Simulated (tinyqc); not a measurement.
CCSD on RHF in the sto-6g basis, for HF, spin multiplicity 1, step by step. Computed by tinyqc, a small Python program that keeps every step (integrals from PySCF). Settings: charge = 0, multiplicity = 1, basis = sto-6g, method = RHF, energy threshold = 1e-10, iteration cap = 80, orthogonalisation = canonical, start = atomic densities, DIIS depth = 6, amplitude equations = CCSD, DIIS depth for amplitudes = 0, cap on updates = 53. Command: `OMP_NUM_THREADS=1 python tinyqc.py 25451 25452 out.jsonl` (the two numbers bound the seeds that draw the settings). One thread of a shared host (Intel(R) Xeon(R) Processor @ 2.60GHz), about 0.2 s of CPU time with the checks. The early iterations of the SCF are left out here.

## One-electron integrals

Geometry (angstrom):
```
atom         x         y         z
F     0.000000  0.000000  0.000000
H     0.000000  0.000000  1.177000
```

Basis sto-6g: exponents (1/bohr^2) and contraction coefficients of normalised primitives:
```
element  l (shell)     exponent  coefficient
F            s (1)  1728.626574     0.009164
F            s (1)   316.941790     0.049361
F            s (1)    88.668891     0.168538
F            s (1)    30.460157     0.370563
F            s (1)    11.828570     0.416492
F            s (1)     4.871659     0.130334
F            s (2)    67.032281    -0.013253
F            s (2)    13.267438    -0.046992
F            s (2)     4.123510    -0.033785
F            s (2)     1.586463     0.250242
F            s (2)     0.689002     0.595117
F            s (2)     0.315820     0.240706
F            p (3)    67.032281     0.003760
F            p (3)    13.267438     0.037679
F            p (3)     4.123510     0.173897
F            p (3)     1.586463     0.418036
F            p (3)     0.689002     0.425860
F            p (3)     0.315820     0.101708
H            s (1)    35.523221     0.009164
H            s (1)     6.513144     0.049361
H            s (1)     1.822143     0.168538
H            s (1)     0.625955     0.370563
H            s (1)     0.243077     0.416492
H            s (1)     0.100112     0.130334
```

Overlap, kinetic and nuclear-attraction integrals over the contracted functions; the nuclear repulsion is the sum of Za Zb / Rab.

nuclear repulsion = 4.04638479 hartree

overlap S, lower triangle:
```
           1F 1s     1F 2s    1F 2px    1F 2py    1F 2pz     2H 1s
1F 1s   1.000000
1F 2s   0.232479  1.000000
1F 2px  0.000000  0.000000  1.000000
1F 2py  0.000000  0.000000  0.000000  1.000000
1F 2pz  0.000000  0.000000  0.000000  0.000000  1.000000
2H 1s   0.027758  0.298405  0.000000  0.000000  0.253919  1.000000
```

kinetic energy T (hartree), lower triangle:
```
            1F 1s     1F 2s    1F 2px    1F 2py    1F 2pz     2H 1s
1F 1s   37.397730
1F 2s   -1.143349  1.082297
1F 2px   0.000000  0.000000  3.251325
1F 2py   0.000000  0.000000  0.000000  3.251325
1F 2pz   0.000000  0.000000  0.000000  0.000000  3.251325
2H 1s   -0.005520  0.029527  0.000000  0.000000  0.110043  0.768522
```

nuclear attraction V (hartree), lower triangle:
```
             1F 1s       1F 2s      1F 2px      1F 2py      1F 2pz      2H 1s
1F 1s   -78.272050
1F 2s    -7.970232  -11.924487
1F 2px    0.000000    0.000000  -11.903589
1F 2py    0.000000    0.000000    0.000000  -11.903589
1F 2pz   -0.009667   -0.113456    0.000000    0.000000  -11.964764
2H 1s    -1.089538   -2.561156    0.000000    0.000000   -1.897021  -5.224782
```

core Hamiltonian H = T + V (hartree), lower triangle:
```
             1F 1s       1F 2s     1F 2px     1F 2py     1F 2pz      2H 1s
1F 1s   -40.874320
1F 2s    -9.113581  -10.842190
1F 2px    0.000000    0.000000  -8.652264
1F 2py    0.000000    0.000000   0.000000  -8.652264
1F 2pz   -0.009667   -0.113456   0.000000   0.000000  -8.713438
2H 1s    -1.095058   -2.531630   0.000000   0.000000  -1.786978  -4.456260
```

## Two-electron integrals

Functions are numbered as in S; the eight-fold symmetry (ij|kl) = (ji|kl) = (kl|ij) leaves the list below.

Two-electron integrals (ij|kl) in chemists' order, unique and non-zero (hartree):
```
(11|11) 5.406240   (21|11) 0.768129   (21|21) 0.138909   (22|11) 1.266271
(22|21) 0.283987   (22|22) 0.926367   (31|31) 0.029452   (32|31) 0.044681
(32|32) 0.204753   (33|11) 1.266273   (33|21) 0.283987   (33|22) 0.926366
(33|33) 0.998085   (41|41) 0.029452   (42|41) 0.044681   (42|42) 0.204753
(43|43) 0.053789   (44|11) 1.266273   (44|21) 0.283987   (44|22) 0.926366
(44|33) 0.890506   (44|44) 0.998085   (51|51) 0.029452   (52|51) 0.044681
(52|52) 0.204753   (53|53) 0.053789   (54|54) 0.053789   (55|11) 1.266273
(55|21) 0.283987   (55|22) 0.926366   (55|33) 0.890506   (55|44) 0.890506
(55|55) 0.998085   (61|11) 0.097576   (61|21) 0.016925   (61|22) 0.033882
(61|33) 0.033826   (61|44) 0.033826   (61|51) 0.000737   (61|52) 0.001446
(61|55) 0.033996   (61|61) 0.002096   (62|11) 0.260109   (62|21) 0.059274
(62|22) 0.217346   (62|33) 0.214224   (62|44) 0.214224   (62|51) 0.004312
(62|52) 0.033217   (62|55) 0.223589   (62|61) 0.007233   (62|62) 0.064671
(63|31) 0.006407   (63|32) 0.037286   (63|53) 0.006859   (63|63) 0.009216
(64|41) 0.006407   (64|42) 0.037286   (64|54) 0.006859   (64|64) 0.009216
(65|11) 0.183279   (65|21) 0.042334   (65|22) 0.165877   (65|33) 0.159038
(65|44) 0.159038   (65|51) 0.009034   (65|52) 0.060745   (65|55) 0.179554
(65|61) 0.005376   (65|62) 0.060577   (65|65) 0.065404   (66|11) 0.442594
(66|21) 0.102742   (66|22) 0.434135   (66|33) 0.420550   (66|44) 0.420550
(66|51) 0.008732   (66|52) 0.095199   (66|55) 0.461305   (66|61) 0.012607
(66|62) 0.172490   (66|65) 0.187048   (66|66) 0.774999
```

## Orthogonalisation

S = U s U^T; canonical form X = U s^(-1/2), so that X^T S X = 1. Each column of U has its largest component positive (the first on a tie).

eigenvalues of S: 0.575871  0.852648  1.000000  1.000000  1.124836  1.446645

X:
```
                1          2         3          4          5         6
1F 1s    0.383100   0.713464  0.000000   0.000000  -0.564232  0.292013
1F 2s   -0.798849  -0.410024  0.000000   0.000000  -0.338554  0.499008
1F 2px   0.000000   0.000000  0.102465   0.994737   0.000000  0.000000
1F 2py   0.000000   0.000000  0.994737  -0.102465   0.000000  0.000000
1F 2pz  -0.501073   0.608931  0.000000   0.000000   0.606028  0.295283
2H 1s    0.836959  -0.353370  0.000000   0.000000   0.297946  0.519405
```

Within a degenerate level the vectors are fixed only up to a rotation; this is one choice.

## Iteration 7 (converged): orbitals

converged F (hartree), lower triangle:
```
             1F 1s      1F 2s     1F 2px     1F 2py     1F 2pz      2H 1s
1F 1s   -26.256269
1F 2s    -6.371339  -2.891284
1F 2px    0.000000   0.000000  -0.471549
1F 2py    0.000000   0.000000   0.000000  -0.471549
1F 2pz   -0.016080  -0.033958   0.000000   0.000000  -0.247914
2H 1s    -0.768455  -0.716823   0.000000   0.000000  -0.456546  -0.334385
```

Diagonalise F' = X^T F X, C = X C', fill 5 alpha and 5 beta electrons from the bottom; D = 2 C_occ C_occ^T. Each column has its largest component positive (the first on a tie).

F' = X^T F X (hartree), lower triangle:
```
           1          2          3          4           5          6
1  -1.267678
2  -3.930091  -9.878078
3   0.000000   0.000000  -0.471549
4   0.000000   0.000000   0.000000  -0.471549
5   3.327893   9.891230   0.000000   0.000000  -10.982116
6  -1.944808  -6.403008   0.000000   0.000000    7.129095  -5.685039
```

orbital energies (hartree): MO1 -26.259413, MO2 -1.434972, MO3 -0.512251, MO4 -0.471549, MO5 -0.471549, MO6 0.393726

coefficients C:
```
              MO1        MO2        MO3       MO4        MO5        MO6
1F 1s    0.997204  -0.243976   0.051116  0.000000   0.000000   0.053598
1F 2s    0.011999   0.990712  -0.282785  0.000000   0.000000  -0.329070
1F 2px   0.000000   0.000000   0.000000  0.179883   0.983688   0.000000
1F 2py   0.000000   0.000000   0.000000  0.983688  -0.179883   0.000000
1F 2pz   0.001120   0.032882   0.688965  0.000000   0.000000  -0.774970
2H 1s   -0.002042   0.101041   0.584728  0.000000   0.000000   0.912032
```

D after iteration 7, lower triangle:
```
            1F 1s      1F 2s    1F 2px    1F 2py    1F 2pz     2H 1s
1F 1s    2.113106
1F 2s   -0.488398   2.123241
1F 2px   0.000000   0.000000  2.000000
1F 2py   0.000000   0.000000  0.000000  2.000000
1F 2pz   0.056623  -0.324476  0.000000  0.000000  0.951509
2H 1s    0.006403  -0.130549  0.000000  0.000000  0.812355  0.704241
```

Within a degenerate level the vectors are fixed only up to a rotation; this is one choice.

## Convergence

Stop when the energy changes by less than 1e-10 hartree and every element of the error matrix X^T (F D S - S D F) X is below 3e-06.

Course of the cycle:
```
iteration    E (hartree)     change  largest element of the error matrix
1          -100.09580051          -                             6.49e-01
2           -99.40064109   6.95e-01                             2.05e-01
3           -99.45897429  -5.83e-02                             2.21e-02
4           -99.45949908  -5.25e-04                             3.40e-03
5           -99.45950528  -6.20e-06                             3.16e-05
6           -99.45950528  -5.39e-10                             4.04e-07
7           -99.45950528  -1.85e-13                             2.92e-09
```

PySCF RHF in the same basis = -99.45950528 hartree

Converged in 7 iterations.

## Integrals over molecular orbitals

(pq|rs) = sum C_ip C_jq C_kr C_ls (ij|kl), one index at a time.

one-electron integrals over orbitals h = C^T H C (hartree), lower triangle:
```
            1          2          3          4          5          6
1  -40.861197
2    0.729784  -9.195924
3   -0.147560   0.519099  -6.994506
4    0.000000   0.000000   0.000000  -8.652264
5    0.000000   0.000000   0.000000   0.000000  -8.652264
6   -0.162517   0.872224   2.188842   0.000000   0.000000  -6.028305
```

Two-electron integrals over orbitals (pq|rs), unique and non-zero (hartree):
```
(11|11) 5.382219    (21|11) -0.532070   (21|21) 0.084793    (22|11) 1.247190
(22|21) -0.023774   (22|22) 0.872806    (31|11) 0.113942    (31|21) -0.017510
(31|22) 0.007730    (31|31) 0.018991    (32|11) -0.129164   (32|21) 0.006060
(32|22) -0.043449   (32|31) 0.020648    (32|32) 0.140368    (33|11) 0.912872
(33|21) -0.008491   (33|22) 0.708209    (33|31) -0.002850   (33|32) -0.020074
(33|33) 0.694367    (41|41) 0.030359    (42|41) 0.039899    (42|42) 0.188467
(43|41) -0.007722   (43|42) -0.030359   (43|43) 0.037421    (44|11) 1.265985
(44|21) -0.014128   (44|22) 0.894860    (44|31) 0.002906    (44|32) -0.068869
(44|33) 0.694981    (44|44) 0.998085    (51|51) 0.030359    (52|51) 0.039899
(52|52) 0.188467    (53|51) -0.007722   (53|52) -0.030359   (53|53) 0.037421
(54|54) 0.053789    (55|11) 1.265985    (55|21) -0.014128   (55|22) 0.894860
(55|31) 0.002906    (55|32) -0.068869   (55|33) 0.694981    (55|44) 0.890506
(55|55) 0.998085    (61|11) 0.122197    (61|21) -0.020461   (61|22) 0.002806
(61|31) -0.011814   (61|32) -0.023691   (61|33) 0.006730    (61|44) 0.003120
(61|55) 0.003120    (61|61) 0.021683    (62|11) -0.176131   (62|21) 0.004833
(62|22) -0.095134   (62|31) -0.020059   (62|32) -0.071997   (62|33) -0.025253
(62|44) -0.093211   (62|55) -0.093211   (62|61) 0.018285    (62|62) 0.091531
(63|11) -0.409262   (63|21) 0.006393    (63|22) -0.225159   (63|31) 0.001708
(63|32) 0.083880    (63|33) -0.099926   (63|44) -0.236566   (63|55) -0.236566
(63|61) -0.004778   (63|62) 0.040967    (63|63) 0.221241    (64|41) -0.007654
(64|42) -0.030971   (64|43) -0.021189   (64|64) 0.029200    (65|51) -0.007654
(65|52) -0.030971   (65|53) -0.021189   (65|65) 0.029200    (66|11) 0.848368
(66|21) -0.008656   (66|22) 0.646932    (66|31) 0.011164    (66|32) 0.051208
(66|33) 0.655200    (66|44) 0.628471    (66|55) 0.628471    (66|61) -0.007777
(66|62) -0.057031   (66|63) -0.021338   (66|66) 0.686082
```

## CCSD: starting amplitudes

t_ij^ab = <ij||ab> / (e_i + e_j - e_a - e_b), whose energy is MP2.

Starting amplitudes (spin orbitals 1a, 1b, ...; amplitudes related by a flip of all spins are not repeated):
```
from      to          t
3a 3b  6a 6b  -0.122101
2a 2b  6a 6b  -0.025026
5a 5b  6a 6b  -0.016873
4a 4b  6a 6b  -0.016873
2a 3b  6a 6b  -0.014980
1a 2b  6a 6b  -0.000642
1a 1b  6a 6b  -0.000407
1a 3b  6a 6b   0.000173
```

correlation energy = -0.03155103 hartree

## CCSD: amplitude update 1

t_i^a D_i^a and t_ij^ab D_ij^ab are set to the remaining terms of the spin-orbital equations, evaluated with the old amplitudes; for the doubles these are <ij||ab> + 1/2 <ab||ef> t_ij^ef + 1/2 <mn||ij> t_mn^ab + P(ij)P(ab) <mb||ej> t_im^ae + terms in t^2 + terms with t1, D the orbital-energy denominators.

Amplitudes after update 1 (spin orbitals 1a, 1b, ...; amplitudes related by a flip of all spins are not repeated):
```
from      to          t
3a 3b  6a 6b  -0.172427
2a 2b  6a 6b  -0.025019
2a 3b  6a 6b  -0.023937
5a 5b  6a 6b  -0.018683
4a 4b  6a 6b  -0.018683
3a        6a   0.011496
2a        6a  -0.002251
1a 2b  6a 6b  -0.000527
1a 1b  6a 6b  -0.000306
1a 3b  6a 6b   0.000066
1a        6a   3.78e-06
```

correlation energy = -0.04348923 hartree

## CCSD: amplitude update 2

As before.

Amplitudes after update 2 (spin orbitals 1a, 1b, ...; amplitudes related by a flip of all spins are not repeated):
```
from      to          t
3a 3b  6a 6b  -0.194663
2a 3b  6a 6b  -0.026992
2a 2b  6a 6b  -0.023754
5a 5b  6a 6b  -0.018712
4a 4b  6a 6b  -0.018712
3a        6a   0.017003
2a        6a  -0.003847
1a 2b  6a 6b  -0.000504
1a 1b  6a 6b  -0.000298
1a 3b  6a 6b   0.000030
1a        6a   0.000021
```

correlation energy = -0.04851124 hartree

## CCSD: convergence

E_corr = 1/4 sum <ij||ab> t_ij^ab + 1/2 sum <ij||ab> t_i^a t_j^b; stop when the norm of the change is below 1e-8.

Course of the amplitude iterations:
```
update  correlation energy (hartree)  norm of the change
0                        -0.03155103                   -
1                        -0.04348923            1.05e-01
2                        -0.04851124            4.61e-02
3                        -0.05065211            2.02e-02
4                        -0.05156899            8.85e-03
5                        -0.05196412            3.91e-03
6                        -0.05213561            1.74e-03
7                        -0.05221055            7.76e-04
8                        -0.05224351            3.49e-04
9                        -0.05225810            1.58e-04
10                       -0.05226459            7.16e-05
11                       -0.05226748            3.26e-05
12                       -0.05226878            1.49e-05
13                       -0.05226937            6.83e-06
14                       -0.05226963            3.13e-06
15                       -0.05226975            1.44e-06
16                       -0.05226981            6.63e-07
17                       -0.05226983            3.05e-07
18                       -0.05226984            1.41e-07
19                       -0.05226985            6.50e-08
20                       -0.05226985            3.00e-08
21                       -0.05226985            1.39e-08
22                       -0.05226985            6.42e-09
```

Converged amplitudes (spin orbitals 1a, 1b, ...; amplitudes related by a flip of all spins are not repeated):
```
from      to          t
3a 3b  6a 6b  -0.212157
2a 3b  6a 6b  -0.028198
2a 2b  6a 6b  -0.022212
3a        6a   0.021378
5a 5b  6a 6b  -0.018117
4a 4b  6a 6b  -0.018117
2a        6a  -0.006095
1a 2b  6a 6b  -0.000497
1a 1b  6a 6b  -0.000293
1a        6a   0.000037
1a 3b  6a 6b  -6.68e-07
```

CCSD total energy = -99.51177513 hartree

T1 diagnostic, norm of the one-spin t1 over sqrt(correlated electrons) = 0.007030

Converged in 22 updates.
